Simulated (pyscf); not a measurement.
Optimised with ωB97X-D3(BJ)/def2-SVP in PySCF. Correlated levels are frozen-core, on RHF or UHF. ΔMP2 is the change of the MP2 total energy from the triple- to the quadruple-zeta basis.

**Question.** For F–Ga (SMILES [F][Ga]) [singlet] + H₂O (SMILES O) -> HO–GaH–F (SMILES [OH][GaH][F]), an insertion (singlet surface; H–O broken, Ga–O, Ga–H formed), PBE/def2-TZVP gives ΔE‡ = 38.2 kcal/mol and ΔE = -8.4 kcal/mol (zero: the separated reactants). In which direction and how far do r²SCAN/def2-TZVP, PBE0-D3(BJ)/def2-TZVP, CCSD(T)/def2-TZVPP + ΔMP2(QZVPP) move these?

**Answer.** r²SCAN: ΔE‡ = 37.8 kcal/mol, ΔE = -15.1 kcal/mol; PBE0-D3(BJ): ΔE‡ = 42.9 kcal/mol, ΔE = -11.6 kcal/mol; CCSD(T): ΔE‡ = 47.2 kcal/mol, ΔE = -11.2 kcal/mol. PBE's barrier lies among them. Its reaction energy lies over all of them, by 2.8 to 6.7 kcal/mol. On the reactant side the descent ends in a bound adduct (not fully relaxed), 10.2 kcal/mol under the separated species and 55.8 kcal/mol under the saddle at ωB97X-D3(BJ)/def2-TZVP. One saddle was located; it need not be the lowest between these sides. The CCSD(T) − MP2 part came from Ansatz, without density fitting, on the same reference. The frozen core leaves the outer d or s,p core shells of the metals and heavy elements correlated in the MP2 and CC values, and def2-TZVPP describes them poorly, which can shift differences by a few kcal/mol. Elements up to Kr have no core potential and no relativistic terms here.
